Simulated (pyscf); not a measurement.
Elementary routes open to `[O]=[Mo](=[O])([OH])[OH]` + `[H][H]` in the gas phase (singlet surface):
A. `[O]=[MoH](=[O])[OH]` + `[OH2]` (Mo–O, H–H broken; H–Mo, H–O formed)
B. `[O]=[MoH]([OH])([OH])[OH]` (H–H broken; H–O, H–Mo formed)

PySCF, gas phase, ωB97X-D3(BJ)/def2-SVP geometries.

Rank the routes by free-energy barrier at 600 K, lowest first, for ωB97M-D3(BJ)/def2-TZVP energies (ideal gas, 1 atm, RRHO with modes under 100 cm⁻¹ raised to 100, one conformer, R ln 2 for chiral ones without a mode under 150 cm⁻¹).

A (229.9 kJ/mol), B (255.4 kJ/mol)

Route A is the fastest of these, ahead of the next by 25.5 kJ/mol. The most stable products are those of A (ΔG = +68.7 kJ/mol), so kinetics and thermodynamics agree. At 1200 K A is still the fastest. A: On the product side the descent ends in an adduct with a Mo–O contact (not fully relaxed), 37.6 kJ/mol under the separated species and 100.1 kJ/mol under the saddle at ωB97X-D3(BJ)/def2-TZVP. B: On the product side the descent ends in a point that may be a rotor saddle (no frequency run), 19.2 kJ/mol over the lowest minimum found and 107.4 kJ/mol under the saddle at ωB97X-D3(BJ)/def2-TZVP. Only these routes are compared; each barrier is that of the saddle found, and lower ones may exist. Elements past Kr carry the def2 core potentials, without spin-orbit coupling.
